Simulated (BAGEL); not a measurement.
# SiNH5 (SMILES [SiH3]N) at RI-MP2/def2-TZVP (density fitting with cc-pvqz-jkfit)

Aim: the energy change on altering one bond length of SiNH5 at RI-MP2/def2-TZVP (density fitting with cc-pvqz-jkfit), from 2 runs. 

The results are computed with BAGEL 1.2.2.

1 further run of the same task is left out (set aside as unsound or not needed).

**1. The structure to begin with**

The species is SiNH5 (7 atoms), meant as a singlet with charge 0. As SMILES, `[SiH3]N`. Geometry: relaxed at PBE0-D4/def2-TZVP.

Bond lengths: Si1–N2 1.720 Å, Si1–H3 1.486 Å, Si1–H4 1.486 Å, Si1–H5 1.494 Å, N2–H6 1.007 Å, N2–H7 1.007 Å. Angles: Si1–N2–H6 119.6°, Si1–N2–H7 119.6°, N2–Si1–H3 107.9°, N2–Si1–H4 107.9°, N2–Si1–H5 116.0°, H6–N2–H7 110.7°, H3–Si1–H4 110.5°, H3–Si1–H5 107.3°, H4–Si1–H5 107.3°.

**2. The energy at RI-MP2/def2-TZVP (density fitting with cc-pvqz-jkfit)**

Contents of mp2.json:

```json
{ "bagel" : [

{
  "title" : "molecule",
  "basis" : "def2-tzvp.json",
  "df_basis" : "cc-pvqz-jkfit",
  "angstrom" : true,
  "geometry" : [
    { "atom" : "Si", "xyz" : [      -0.413010,      -0.292700,      -0.422350 ] },
    { "atom" : "N", "xyz" : [       0.611760,       0.348670,       0.801280 ] },
    { "atom" : "H", "xyz" : [      -0.018320,      -1.706330,      -0.653330 ] },
    { "atom" : "H", "xyz" : [      -1.813170,      -0.217090,       0.068940 ] },
    { "atom" : "H", "xyz" : [      -0.367930,       0.402730,      -1.743970 ] },
    { "atom" : "H", "xyz" : [       0.391580,       1.238230,       1.219480 ] },
    { "atom" : "H", "xyz" : [       1.609100,       0.226510,       0.729930 ] }
  ]
},

{ "title" : "hf", "charge" : 0 },

{ "title" : "mp2", "charge" : 0, "ncore" : 6 }

]}
```

The basis set def2-TZVP is read from a file made from the Basis Set Exchange's data (not shown).

Command:

```bash
$ BAGEL_NUM_THREADS=1 BAGEL mp2.json > mp2.out
```

Standard output:

```text
* using 1 threads per process

  ===============================================================
  ===============================================================

  *** Geometry ***

  { "atom" : "Si", "xyz" : [     -0.780476,     -0.553123,     -0.798126 ] },
  { "atom" : "N", "xyz" : [      1.156059,      0.658891,      1.514200 ] },
  { "atom" : "H", "xyz" : [     -0.034620,     -3.224496,     -1.234615 ] },
  { "atom" : "H", "xyz" : [     -3.426395,     -0.410241,      0.130278 ] },
  { "atom" : "H", "xyz" : [     -0.695287,      0.761049,     -3.295626 ] },
  { "atom" : "H", "xyz" : [      0.739979,      2.339916,      2.304483 ] },
  { "atom" : "H", "xyz" : [      3.040758,      0.428042,      1.379368 ] },

  Number of auxiliary basis functions:      509

  Since a DF basis is specified, we compute 2- and 3-index integrals:
    o Being stored without compression. Storage requirement is 0.039 GB

  Number of basis functions:       98
  Number of electrons      :       26

    * METHOD: MOLECULE                             0.35

  *** RHF ***

  === Nuclear Repulsion ===
    64.8398447588

      * DIIS with orbital gradients will be used.

  === RHF iteration (def2-tzvp.json) ===
      0       -346.19575650          0.02249400           0.07
      1       -346.29924353          0.01323161           0.06
      2       -346.34660091          0.00172520           0.06
      3       -346.34793194          0.00018454           0.06
      4       -346.34795032          0.00004110           0.08
      5       -346.34795129          0.00000905           0.06
      6       -346.34795135          0.00000250           0.06
      7       -346.34795136          0.00000055           0.06
      8       -346.34795136          0.00000016           0.06
      9       -346.34795136          0.00000006           0.06
     10       -346.34795136          0.00000002           0.06
     11       -346.34795136          0.00000000           0.06
    * SCF iteration converged.

    * Permanent dipole moment:
           (   -0.356795,    -0.390493,    -0.080417) a.u.

    * METHOD: HF                                   0.92

  *** RHF ***

  === Nuclear Repulsion ===
    64.8398447588

      * DIIS with orbital gradients will be used.

  === RHF iteration (def2-tzvp.json) ===
      0       -346.34795136          0.00000000           0.07
    * SCF iteration converged.

    * Permanent dipole moment:
           (   -0.356795,    -0.390493,    -0.080417) a.u.

  === DF-MP2 calculation ===

    * freezing 6 orbitals
    * 3-index integral transformation done
    * assembly done

      MP2 correlation energy:   -0.3358622704      0.04

      MP2 total energy:       -346.6838136289

    * METHOD: MP2                                  0.20

  ===============================================================
```

Run time: 2 s. Hardware: 1 thread of AMD EPYC 7R43 (Zen 3), shared host; peak memory 0.11 GiB.

**3. The distorted shape at the same level**

Contents of mp2.json:

```json
{ "bagel": [

{
  "title": "molecule",
  "basis": "def2-tzvp.json",
  "df_basis": "cc-pvqz-jkfit",
  "angstrom": true,
  "geometry": [
    { "atom": "Si", "xyz": [   -0.236860,   -1.004374,   -0.756922 ] },
    { "atom": "N", "xyz": [    0.787910,   -0.363004,    0.466708 ] },
    { "atom": "H", "xyz": [    0.157830,   -2.418004,   -0.987902 ] },
    { "atom": "H", "xyz": [   -1.637020,   -0.928764,   -0.265632 ] },
    { "atom": "H", "xyz": [   -0.191780,   -0.308944,   -2.078542 ] },
    { "atom": "H", "xyz": [    0.391580,    1.238230,    1.219480 ] },
    { "atom": "H", "xyz": [    1.785250,   -0.485164,    0.395358 ] }
  ]
},
{ "title": "hf" },
{ "title": "mp2", "ncore": 6 }

]}
```

The basis set def2-TZVP is read from a file made from the Basis Set Exchange's data (not shown).

Command:

```bash
$ BAGEL_NUM_THREADS=1 BAGEL mp2.json > mp2.out
```

Standard output:

```text
* using 1 threads per process

  ===============================================================
  ===============================================================

  *** Geometry ***

  { "atom" : "Si", "xyz" : [     -0.447601,     -1.897992,     -1.430375 ] },
  { "atom" : "N", "xyz" : [      1.488934,     -0.685978,      0.881950 ] },
  { "atom" : "H", "xyz" : [      0.298255,     -4.569365,     -1.866864 ] },
  { "atom" : "H", "xyz" : [     -3.093519,     -1.755110,     -0.501972 ] },
  { "atom" : "H", "xyz" : [     -0.362412,     -0.583820,     -3.927875 ] },
  { "atom" : "H", "xyz" : [      0.739979,      2.339916,      2.304483 ] },
  { "atom" : "H", "xyz" : [      3.373634,     -0.916827,      0.747118 ] },

  Number of auxiliary basis functions:      509

  Since a DF basis is specified, we compute 2- and 3-index integrals:
    o Being stored without compression. Storage requirement is 0.039 GB

  Number of basis functions:       98
  Number of electrons      :       26

    * METHOD: MOLECULE                             0.28

  *** RHF ***

  === Nuclear Repulsion ===
    62.3540150316

      * DIIS with orbital gradients will be used.

  === RHF iteration (def2-tzvp.json) ===
      0       -345.96274670          0.02401495           0.07
      1       -346.03721203          0.02123316           0.08
      2       -346.17541626          0.00213605           0.07
      3       -346.17880807          0.00043561           0.07
      4       -346.17902843          0.00014462           0.08
      5       -346.17905784          0.00004225           0.09
      6       -346.17906029          0.00001958           0.07
      7       -346.17906112          0.00001121           0.07
      8       -346.17906152          0.00000462           0.07
      9       -346.17906158          0.00000177           0.10
     10       -346.17906159          0.00000063           0.10
     11       -346.17906159          0.00000021           0.10
     12       -346.17906159          0.00000006           0.09
     13       -346.17906159          0.00000002           0.09
     14       -346.17906159          0.00000001           0.10
     15       -346.17906159          0.00000001           0.09
    * SCF iteration converged.

    * Permanent dipole moment:
           (   -0.332388,    -0.357295,    -0.043009) a.u.

    * METHOD: HF                                   1.51

  *** RHF ***

  === Nuclear Repulsion ===
    62.3540150316

      * DIIS with orbital gradients will be used.

  === RHF iteration (def2-tzvp.json) ===
      0       -346.17906159          0.00000001           0.07
    * SCF iteration converged.

    * Permanent dipole moment:
           (   -0.332388,    -0.357295,    -0.043009) a.u.

  === DF-MP2 calculation ===

    * freezing 6 orbitals
    * 3-index integral transformation done
    * assembly done

      MP2 correlation energy:   -0.3575021939      0.05

      MP2 total energy:       -346.5365637804

    * METHOD: MP2                                  0.20

  ===============================================================
```

Wall time 2.5 s (1 thread of AMD EPYC 7R43 (Zen 3), shared host); peak memory 0.11 GiB.

**4. What came out**

At RI-MP2/def2-TZVP (density fitting with cc-pvqz-jkfit), 6 core orbitals frozen:

| quantity | value |
| --- | --- |
| first shape: total energy | -346.68381 Eh |
| first shape: correlation energy (6 core orbitals frozen) | -335.9 mEh |
| distorted shape: total energy | -346.53656 Eh |
| distorted shape: correlation energy (6 core orbitals frozen) | -357.5 mEh |
| energy change with the N2–H6 bond stretched from 1.007 to 1.813 Å | 4.007 eV |

One bond (distorted shape) is far stretched, which a spin-restricted single reference describes badly; perturbation theory on it can break down and give far too much correlation. With the N2–H6 bond stretched from 1.007 to 1.813 Å the energy rises by 4.01 eV (92 kcal/mol). The first shape isn't relaxed at this level, so the change isn't measured from a minimum. A restricted reference can't describe the breaking bond well at this length.
